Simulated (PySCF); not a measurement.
# The bond of ClF−, level by level

What are the lowest state that PBE0 finds, the bond length, vibrational wavenumber and bond energy of ClF−, and how much do these hang on the method?

Computed with PySCF 2.14.0. Level: Cl aug-pcseg-1, F aug-pcseg-1, no relativity.

1 further run of the same task is left out (set aside as unsound or not needed).

### Step 1. Input

The job is set up so:

```
atoms                         : Cl, F
charge                        : -1
basis                         : Cl aug-pcseg-1, F aug-pcseg-1
Hamiltonian                   : no relativity
basis functions               : 50
electrons treated             : 27
masses in u                   : 34.9689, 18.9984
levels                        : PBE0, PBE, r²SCAN, TPSS, BP86, PBEsol, LC-ωPBE, HF, MP2, SCS-MP2, CCSD, CCSD(T)
grid                          : 80 radial by 434 angular points
occupations                   : held fixed by the projection of orbital angular momentum
dissociation limit            : Cl− + F, each in its ground configuration
starting distance in angstrom : 1.685
values of 2S to try           : 1, 3
```

Run with:

```
OMP_NUM_THREADS=1 python dia.py task.json out
```

After this run come: PBE0 along the bond; PBE; r²SCAN (meta-GGA); TPSS (meta-GGA); BP86 (GGA); PBEsol; LC-ωPBE; UHF (mean field); Adding correlation.

**Question.** What will these runs give? Wanted: for each run, Re; ωe; De; μ.

As calculated:

Lowest PBE0 solution found, without spin–orbit coupling: ²Σ⁺ (doublet), unpaired electrons σ ↑.

| level | Re (Å) | ωe (cm⁻¹) | De (eV) | μ (D) |
| --- | --- | --- | --- | --- |
| UHF-CCSD | 2.194 | 390 | 1.21 | n/a |
| UHF-CCSD(T) | 2.206 | 369 | 1.30 | n/a |
| PBE | 2.302 | 271.4 | 2.11 | -1.22 |
| PBEsol | 2.248 | 301 | 2.27 | -1.15 |
| BP86 | 2.305 | 270.2 | 2.06 | -1.20 |
| TPSS | 2.298 | 277.4 | 1.93 | -1.15 |
| r²SCAN | 2.277 | 292.1 | 1.79 | -1.06 |
| PBE0 | 2.236 | 318 | 1.60 | -1.08 |
| LC-ωPBE | 2.192 | 363 | 1.55 | -1.42 |

De is counted to Cl− + F in their ground configurations. A positive dipole points from Cl to F; in an ion it is taken about the centre of mass and does not tell which atom is negative. No constants: UHF (no minimum is bracketed among the points kept); UHF-MP2 (the points don't follow one smooth fit); UHF-SCS-MP2 (the points don't follow one smooth fit).

The methods spread over 0.114 Å in bond length, from LC-ωPBE to BP86. Of the levels with a De here, UHF-CCSD gives the least (1.21 eV) and PBEsol the most (2.27 eV).

Correlated steps freeze 6 core orbitals. T1 is 0.040 near the minimum (highest on the curve 0.097), which may point to more than one leading configuration.
